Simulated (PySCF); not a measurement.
Potential energy curve for COS, SMILES C(=S)=O. The C2–S3 bond (C2 also carries O; S3 carries nothing else) is varied alone, starting from the PBE0/def2-TZVP optimised geometry. Each curve is given relative to its own lowest point near equilibrium.

| R / Å | A | B | C | D |
|---|---|---|---|---|
| 1.16 | 9.020 | 8.839 | 10.431 | 9.032 |
| 1.23 | 5.301 | 5.140 | 6.383 | 5.272 |
| 1.33 | 2.118 | 1.998 | 2.812 | 2.069 |
| 1.41 | 0.788 | 0.708 | 1.225 | 0.747 |
| 1.45 | 0.404 | 0.345 | 0.727 | 0.371 |
| 1.52 | 0.056 | 0.035 | 0.201 | 0.044 |
| 1.56 | 0.000 | 0.000 | 0.054 | 0.000 |
| 1.59 | 0.010 | 0.025 | 0.000 | 0.019 |
| 1.66 | 0.163 | 0.212 | 0.021 | 0.189 |
| 1.69 | 0.271 | 0.333 | 0.078 | 0.301 |
| 1.79 | 0.744 | 0.841 | 0.404 | 0.770 |
| 1.92 | 1.472 | 1.588 | 0.988 | 1.438 |
| 2.11 | 2.492 | 2.578 | 1.873 | 2.259 |
| 2.35 | 3.382 | 3.460 | 2.728 | 2.922 |
| 2.59 | 3.630 | 3.992 | 3.006 | 3.288 |
| 2.79 | 3.672 | 4.263 | 3.082 | 3.464 |
| 3.12 | 3.680 | 4.515 | 3.154 | 3.619 |
| 3.46 | 3.684 | 4.638 | 3.210 | 3.692 |
| 3.81 | 3.689 | 4.698 | 3.247 | 3.729 |
| 4.19 | 3.694 | 4.727 | 3.269 | 3.748 |
| 4.68 | 3.698 | 4.743 | 3.280 | 3.761 |

Energies in eV.

Question: Match the curves with the methods RHF/cc-pVTZ (PySCF); restricted BHandHLYP/cc-pVTZ run with PySCF 2.14.0; unrestricted B3LYP/cc-pVTZ in PySCF 2.14.0; PySCF with unrestricted B3LYP/3-21G.

Answer: A is UKS-B3LYP; B is RKS-BHandHLYP; C is UKS-B3LYP/3-21G; D is RHF.

The restricted form behind RKS-BHandHLYP, RHF keeps the bonding electrons paired and can't separate into open-shell fragments. The unrestricted determinant behind UKS-B3LYP, UKS-B3LYP/3-21G is spin-contaminated at 2.35 to 4.68 Å (<S²> up to 1.0, against 0.00 for a pure singlet). The unrestricted solution behind UKS-B3LYP/3-21G changes between 2.35 and 2.59 Å, which can leave a kink.
